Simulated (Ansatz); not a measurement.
C5H6S can be A, `Cc1ccsc1`, or B, `C#CC(=C)SC`.

Gas-phase electronic energies from Ansatz, PBE0-D4/def2-TZVP geometries. CCSD(T)/CBS adds triple-zeta CCSD(T) − MP2 to the extrapolated MP2 energy (def2 sets, frozen cores). DFT in def2-TZVPP. B3LYP here is the variant with VWN-RPA as its local correlation; programs differ in this. Each species was taken in one conformer, which may not be the lowest.

(1) Which isomer does CCSD(T)/CBS put lower? Give the gap. (Estimate.)

(2) Give E(B) − E(A) in kJ/mol with CCSD/def2-TZVPP, PBE-D4, PBE0-D4, CCSD(T)/def2-SVP, B3LYP, r2SCAN-D4, B2PLYP. (Best estimate.)

(3) Does the order hold for the free energy at 298.15 K (harmonic terms from PBE0-D4)? (Best estimate.)

Largest T1 diagnostic: 0.012.

## Answers

(1) Ansatz gave: A, by 226.7 kJ/mol.

(2) The calculation gave: CCSD/def2-TZVPP 222.1, PBE-D4 242.7, PBE0-D4 254.7, CCSD(T)/def2-SVP 231.0, B3LYP 218.9, r2SCAN-D4 245.4, B2PLYP 225.7. None reverses the order clearly.

(3) Computed: Yes: G(B) − G(A) = +209.8 kJ/mol, for one conformer each.

At CCSD(T), def2-SVP lies +4.2 kJ/mol from the extrapolated value and def2-TZVPP −0.4 kJ/mol. The D4 term adds +3.5 kJ/mol with B3LYP and +1.5 kJ/mol with PBE0; it sums over pairs of atoms, weighted by their polarisabilities, and B3LYP, whose exchange is more repulsive, gets the larger term.
